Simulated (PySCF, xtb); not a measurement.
## Relaxing a trial structure of CH2B−

The starting geometry of this gas-phase singlet has its atoms placed at random.

```tsv
atom	x (Å)	y (Å)	z (Å)
C	0.5618	-0.6130	-0.6248
B	-0.7309	1.2019	-1.3023
H	-0.4696	-1.1745	-0.8452
H	0.4901	0.9335	-0.7206
```

**Question.** Guess where an optimisation with r2SCAN-D4/def2-SVPD ends from this start.

**Answer.** It ends as a structure given below by its coordinates. Contacts that open: B2–H4 (1.38 → 2.23 Å). Contacts that close: C1–B2 (2.33 → 1.44 Å), C1–H4 (1.55 → 1.10 Å).

The energy falls by 5.84 eV over 28 steps:

```
step  E − E(last) (eV)
   1             5.842
   4             2.194
   7             1.055
  10             0.767
  13             0.576
  16             0.266
  19             0.134
  22             0.037
  25             0.001
  28             0.000
```

Final geometry (Å):

```xyz
4

C    -0.0529    0.0953   -0.8000
B     0.2768    0.0132   -2.1958
H    -0.0252   -0.7781   -0.1292
H    -0.3533    1.0371   -0.3142
```

From the same start GFN2-xTB ends elsewhere, at `[BH2-]=[C]`.

From so rough a start the end depends on the optimiser's path, so another program may land elsewhere. The end wasn't checked by frequencies. Run with PySCF 2.14.0, 3 min on 2 threads of Intel(R) Xeon(R) Processor @ 2.50GHz (Skylake/Cascade Lake), on a shared host.
